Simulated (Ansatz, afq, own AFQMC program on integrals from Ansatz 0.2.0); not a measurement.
## Atomization energy of CH$_{2}$N, doublet

```xyz
4

N     0.0000    0.0000    0.5108
C     0.0000    0.0000   -0.7748
H     0.0000    0.8569    1.0670
H     0.0000   -0.8569    1.0670
```

Connectivity, by distances: NH2–C.

Atoms in their ground-state spins without spin–orbit coupling (mostly on UHF) minus the molecule (UHF), without zero-point energy. The geometry is a stationary point, not shown to be a minimum.

Basis cc-pVDZ. Noble-gas cores (and the filled d shells of Ga–Kr and In–Xe) are frozen. AFQMC by an in-house program on the Cholesky factors that Ansatz 0.2.0 writes for its CCSD(T) run. ph-AFQMC/CISD is guided by a CISD state made of CCSD amplitudes; releasing the constraint for a short imaginary time cuts its bias at the price of noise, slowly where states lie close. Uncertainties: one standard error, sampling alone. The errors of all members are added in quadrature.

No full CI on the walks' own integrals is used here; CCSDT(Q) serves as the reference and is uncertain by about the last step of the cluster series. Each member takes its own surest rung, up to full CI.

Errors are counted within cc-pVDZ, not against nature.

Reference (CCSDT(Q)): 280.5 kcal/mol.

| level | atomization energy (kcal/mol) | error against CCSDT(Q) (kcal/mol) |
| --- | --- | --- |
| HF | 197.6 | -82.9 |
| MP2 | 282.4 | 1.8 |
| CCSD | 275.6 | -4.9 |
| CCSD(T) | 280.0 | -0.6 |
| CCSDT | 280.2 | -0.4 |
| ph-AFQMC/HF | 284.7 ± 0.7 | 4.2 ± 0.7 |
| ph-AFQMC/CISD | 280.4 ± 0.1 | -0.2 ± 0.1 |
| released AFQMC | 280.6 ± 0.1 | 0.1 ± 0.1 |

Correlation beyond CCSD(T) adds 0.6 kcal/mol. The perturbative (T) step is worth +4.4 kcal/mol.

A walk keeps the symmetry of its determinant, which the program's search chose and which needn't be the lowest solution, so a lower state of the same spin and another symmetry isn't excluded. Released energies are given only where the last usable release times agree within the noise; a slower fall can still hide under it.
